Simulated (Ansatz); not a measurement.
**BH₄ (doublet): from Hartree-Fock to the top rungs at distance B1–H4 along a hydrogen transfer = 1.358 Å, cc-pVDZ**

Aim: climb from Hartree-Fock through coupled cluster and multireference methods for BH₄ (doublet) at one geometry and basis, and see what each rung misses.

Computed with Ansatz 0.2.0, Gaussian basis. Level: cc-pVDZ, core rule «outside noble gas», up to 1 orbitals frozen.

Plan: UHF; CCSD(T) on ROHF; CCSD(T) on UHF; BCCD(T) on ROHF; CISD; CCSDT(Q) on ROHF; CCSDT(Q) on UHF; CCSDTQ on ROHF; CCSDTQ on UHF; CASSCF and MRCISD+Q, 3 electrons in 3 orbitals; CASSCF and NEVPT2, 3 electrons in 3 orbitals; CASSCF and MRCISD+Q, 7 electrons in 8 orbitals; CASSCF and NEVPT2, 7 electrons in 8 orbitals; Full CI.

2 further runs of the same task are left out: 2 for a known fault of the program.

### Step 1. The system

The geometry derives from fragments relaxed apart (PBE0/def2-TZVP) and kept rigid, so it is no stationary point. A hydrogen atom is moved between rigid fragments.

5 atoms, charge 0, spin multiplicity 2.

Atoms are counted from 1 here; the program's logs count them from 0.

Bond lengths: B1–H2 1.193 Å, B1–H3 1.193 Å, B1–H4 1.358 Å. Angles: H2–B1–H3 120.0°, H2–B1–H4 120.0°, H3–B1–H4 120.0°.

### Step 2. UHF

The input, in.yaml:

```yaml
crystal:
  periodic: [false, false, false]
  atoms:
    - {symbol: B, position_ang: [-0.162336, 0.000000, 0.000000]}
    - {symbol: H, position_ang: [-0.759069, 1.033571, 0.000000]}
    - {symbol: H, position_ang: [-0.759069, -1.033571, 0.000000]}
    - {symbol: H, position_ang: [1.195664, 0.000000, 0.000000]}
    - {symbol: H, position_ang: [2.063664, 0.000000, 0.000000]}
basis:
  gaussian: {orbitals: cc-pVDZ}
magnetization: {spin_polarized: true, initial_magnetization: 1}
hamiltonian: {xc: hf}
output: {orbitals: {seedname: orbitals}}
```

On the command line:

```
$ ansatz run in.yaml --threads 1 --pin off --events-out ev --progress --plain --max-ram 2816MiB --backend cpu
```

The runs that follow: CCSD(T) on ROHF; CCSD(T) on UHF; BCCD(T) on ROHF; CISD; CCSDT(Q) on ROHF; CCSDT(Q) on UHF; CCSDTQ on ROHF; CCSDTQ on UHF; CASSCF and MRCISD+Q, 3 electrons in 3 orbitals; CASSCF and NEVPT2, 3 electrons in 3 orbitals; CASSCF and MRCISD+Q, 7 electrons in 8 orbitals; CASSCF and NEVPT2, 7 electrons in 8 orbitals; Full CI.

Before running them: what should the planned runs give, taken together? Wanted: FCI below the RHF energy; RMP2 from FCI; UMP2 from FCI; RCCSD from FCI; RCCSD(T) from FCI; UCCSD(T) from FCI; RCCSDT(Q) from FCI; UCCSDT(Q) from FCI; NEVPT2 pair from FCI.

**Answer**, as computed:

```
                         quantity                                                                                                  value
         FCI below the RHF energy                                                                                             -3.8044 eV
                    RMP2 from FCI                                                                                        +18.85 kcal/mol
                    UMP2 from FCI                                                                                        +19.40 kcal/mol
                   RCCSD from FCI                                                                                         +1.71 kcal/mol
                RCCSD(T) from FCI                                                                                         +0.37 kcal/mol
                UCCSD(T) from FCI                                                                                         +0.37 kcal/mol
               RCCSDT(Q) from FCI                                                                                         +0.01 kcal/mol
               UCCSDT(Q) from FCI                                                                                         +0.01 kcal/mol
             NEVPT2 pair from FCI                                                                                        +18.38 kcal/mol
          NEVPT2 valence from FCI                                                                                        +14.71 kcal/mol
        MRCISD+Q valence from FCI                                                                                         +0.19 kcal/mol
levels within 1 kcal/mol (43 meV)  RCCSD(T), UCCSD(T), BCCD(T), RCCSDT, UCCSDT, RCCSDT(Q), UCCSDT(Q), RCCSDTQ, UCCSDTQ, MRCISD+Q valence
                    T1 diagnostic                                                                                                  0.019
   effectively unpaired electrons                                                                                                   1.03
```

In words: RCCSD(T) misses by +0.37 kcal/mol, 0.4 % of the correlation energy. One determinant dominates. Of the multireference levels listed MRCISD+Q valence comes nearest in total energy (+0.19 kcal/mol), which doesn't show that its space is the better one. These misses are within one basis, not against nature; the frozen cores of restricted and unrestricted runs differ, which can shift their rows.
